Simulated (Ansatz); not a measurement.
BCl⁺, doublet: the ladder up to full CI

Geometry: a point of a stretch scan, not a stationary point.

| atom | x (Å) | y (Å) | z (Å) |
| --- | --- | --- | --- |
| B | 0.0000 | 0.0000 | 0.0000 |
| Cl | 0.0000 | 0.0000 | 2.5010 |

Basis 6-31G; Ansatz 0.2.0. Correlated methods freeze the noble-gas cores, which leaves 9 electrons in 16 orbitals. R marks a restricted (for open shells ROHF) determinant, U an unrestricted one. Active spaces: pair = (3e, 3o) about the gap; valence = (9e, 8o) chosen from the atoms' valence shells.

Full CI is exact within this basis and frozen core; it isn't the basis-set limit. The frozen core follows each run's orbitals, which can shift R against U totals by a few meV.

For open shells CISD and CISDTQ are restricted-active-space CI with the open shells as a complete middle space.

- UHF ⟨S²⟩: 0.838
- T1 diagnostic (RCCSD): 0.0157
- largest doubles amplitude (RCCSD): 0.114

```tsv
level	E − E(RHF) (eV)
RMP2	-1.6371
RCCSD	-2.5374
RCCSD(T)	-2.5721
```

Question: Estimate how far full CI in 6-31G lies from RCCSD(T). The table doesn't fix it; the size of (T) and the diagnostics are the guide.

Answer: Full CI in 6-31G lies 0.29 mEh below RCCSD(T), which is 22 % of the (T) step (-1.28 mEh). The diagnostics are small and one determinant leads, so the series closes fast and only a small part of (T) is left.

The other levels:

```json
{"level": "CISD", "E − E(full CI) (mEh)": "5.33", "share of correlation (%)": "94.38", "wall time": "1.1 s"}
{"level": "BCCD(T)", "E − E(full CI) (mEh)": "0.29", "share of correlation (%)": "99.69", "wall time": "1.6 s"}
{"level": "RCCSDT", "E − E(full CI) (mEh)": "-0.01", "share of correlation (%)": "100.01", "wall time": "–"}
{"level": "CISDTQ", "E − E(full CI) (mEh)": "0.14", "share of correlation (%)": "99.86", "wall time": "4.6 s"}
{"level": "RCCSDT(Q)", "E − E(full CI) (mEh)": "0.00", "share of correlation (%)": "100.00", "wall time": "4.7 s"}
{"level": "RCCSDTQ", "E − E(full CI) (mEh)": "0.00", "share of correlation (%)": "100.00", "wall time": "49 s"}
{"level": "CASSCF (pair space)", "E − E(full CI) (mEh)": "71.40", "share of correlation (%)": "24.70", "wall time": "–"}
{"level": "NEVPT2 (pair space)", "E − E(full CI) (mEh)": "28.82", "share of correlation (%)": "69.61", "wall time": "1.4 s"}
{"level": "MRCISD (pair space)", "E − E(full CI) (mEh)": "4.31", "share of correlation (%)": "95.46", "wall time": "–"}
{"level": "MRCISD+Q (pair space)", "E − E(full CI) (mEh)": "-0.53", "share of correlation (%)": "100.56", "wall time": "1.9 s"}
{"level": "CASSCF (valence space)", "E − E(full CI) (mEh)": "36.39", "share of correlation (%)": "61.62", "wall time": "–"}
{"level": "NEVPT2 (valence space)", "E − E(full CI) (mEh)": "9.87", "share of correlation (%)": "89.59", "wall time": "2.7 s"}
{"level": "MRCISD (valence space)", "E − E(full CI) (mEh)": "0.95", "share of correlation (%)": "98.99", "wall time": "–"}
{"level": "MRCISD+Q (valence space)", "E − E(full CI) (mEh)": "0.26", "share of correlation (%)": "99.72", "wall time": "3.4 s"}
```

The correlation energy at full CI, counted from RHF, is -2.580 eV. That run took 27 s on 1 thread of AMD EPYC 7R43, shared host over 1,987,440 determinants.

Run but not shown, since their state or frozen core can't be matched to the reference's or they repeat it: UHF, UMP2, UCCSD, UCCSD(T), UCCSDT, UCCSDT(Q), UCCSDTQ.

Times hold each run's SCF and search for its determinant on a shared host, so for small cases they say little of a method's own cost; they ran on 1 thread of AMD EPYC 7R43.

More than 5 meV below full CI, which no variational method can be: MRCISD+Q (pair space).

The full-CI state has the irrep B1 of C2v, in the program's axes (one component, if the state is degenerate).

Natural occupations of full CI about the gap: 1.993 1.987 1.977 1.832 0.997 0.063 0.062 0.058 0.010 0.007; effectively unpaired electrons, Σ n²(2−n)², 1.14.
